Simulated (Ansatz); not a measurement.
# AlSiH6O+ (SMILES [AlH2][OH+][SiH3]): functionals against CCSD(T) at one geometry

Aim: energy, forces and dipole at a frame of a short trajectory, from CCSD(T) and from density functionals.

Method: single points in def2-TZVPP; program: Ansatz 0.2.0, Gaussian basis.

Cores are frozen in the correlated methods.

## 1. The system as given

SMILES `[AlH2][OH+][SiH3]`, 9 atoms, charge 1, spin multiplicity 1.

Atoms are counted from 1 here; the program's logs count them from 0.

Bond lengths: Al1–O2 1.770 Å, Al1–H4 1.654 Å, Al1–H5 1.613 Å, O2–Si3 1.885 Å, O2–H6 0.970 Å, Si3–H7 1.574 Å, Si3–H8 1.457 Å, Si3–H9 1.460 Å. Angles: O2–Al1–H4 111.1°, O2–Al1–H5 112.6°, H4–Al1–H5 136.3°, Al1–O2–Si3 133.1°, Al1–O2–H6 117.3°, Si3–O2–H6 109.3°, O2–Si3–H7 103.0°, O2–Si3–H8 104.7°, O2–Si3–H9 94.6°, H7–Si3–H8 116.4°, H7–Si3–H9 121.9°, H8–Si3–H9 111.4°.

Coordinates:

```xyz
9
charge 1, multiplicity 1
Al   -0.58767   -0.12110   -1.70530
O     0.45180   -0.21317   -0.27557
Si    0.19034    0.23358    1.53699
H    -2.07990    0.47809   -1.31998
H     0.15912   -0.61728   -3.04640
H     1.30738   -0.65926   -0.37555
H     1.31835    1.29808    1.80565
H     0.31041   -1.03134    2.25000
H    -1.20758    0.61669    1.36363
```

## 2. PBE-D4/def2-TZVPP

Contents of run/in.yaml:

```yaml
crystal:
  periodic: [false, false, false]
  atoms:
    - {symbol: Al, position_ang: [-0.587672, -0.121097, -1.705296]}
    - {symbol: O, position_ang: [0.451801, -0.213171, -0.275572]}
    - {symbol: Si, position_ang: [0.190345, 0.233579, 1.536986]}
    - {symbol: H, position_ang: [-2.079900, 0.478090, -1.319985]}
    - {symbol: H, position_ang: [0.159121, -0.617283, -3.046402]}
    - {symbol: H, position_ang: [1.307380, -0.659264, -0.375550]}
    - {symbol: H, position_ang: [1.318352, 1.298084, 1.805654]}
    - {symbol: H, position_ang: [0.310411, -1.031345, 2.250002]}
    - {symbol: H, position_ang: [-1.207584, 0.616689, 1.363625]}
basis:
  gaussian: {orbitals: def2-TZVPP}
total_charge: 1
hamiltonian: {xc: pbe, dispersion: d4}
output: {forces: true}
```

Command:

```bash
$ ansatz run in.yaml --threads 2 --pin off --events-out ev --progress --plain --max-ram 3481MiB
```

## 3. r2SCAN-D4/def2-TZVPP

run/in.yaml, as its differences from that of step 2:

```diff
@@ -15,3 +15,3 @@
 total_charge: 1
-hamiltonian: {xc: pbe, dispersion: d4}
+hamiltonian: {xc: r2scan, dispersion: d4}
 output: {forces: true}
```

## 4. PBE0-D4/def2-TZVPP

run/in.yaml, as its differences from that of step 3:

```diff
@@ -15,3 +15,3 @@
 total_charge: 1
-hamiltonian: {xc: r2scan, dispersion: d4}
-output: {forces: true}
+hamiltonian: {xc: pbe0, dispersion: d4}
+output: {forces: true, orbitals: {seedname: orbitals}}
```

## 5. wB97M-V/def2-TZVPP

run/in.yaml, as its differences from that of step 4:

```diff
@@ -15,3 +15,3 @@
 total_charge: 1
-hamiltonian: {xc: pbe0, dispersion: d4}
-output: {forces: true, orbitals: {seedname: orbitals}}
+hamiltonian: {xc: {name: wB97M-V}}
+output: {forces: true}
```

## 6. CCSD(T)/def2-TZVPP

run/in.yaml, as its differences from that of step 5:

```diff
@@ -15,3 +15,3 @@
 total_charge: 1
-hamiltonian: {xc: {name: wB97M-V}}
+correlation: {method: ccsd_t}
 output: {forces: true}
```

(Steps that only read results are left out.)

Q: Predict the outcome of this session. Wanted: energy less free atoms, CCSD(T)/def2-TZVPP; RMS force component; RMS force error; HOMO and LUMO, PBE0-D4; T1 diagnostic.

The runs gave:

```
                                  quantity                                                             value
energy less free atoms, CCSD(T)/def2-TZVPP                                                    -1931.4 kJ/mol
                       RMS force component                              0.728 to 0.798 eV/Å over the methods
                           RMS force error  PBE-D4 0.166, r2SCAN-D4 0.058, PBE0-D4 0.066, wB97M-V 0.055 eV/Å
                    HOMO and LUMO, PBE0-D4                                               -13.40 and -6.14 eV
                             T1 diagnostic                                                             0.011
```

In words: Against CCSD(T) the functionals' energies less atoms differ by -57.2 to +15.1 kJ/mol, PBE-D4 by -5.7 kJ/mol. A larger basis would deepen the CCSD(T) value, while the functionals are nearly converged already, so the order here is not reliable. For forces wB97M-V does best and PBE-D4 worst. Frozen-core CCSD(T) forces in triple zeta carry basis errors of their own, and this is one geometry, so small gaps rank nothing.
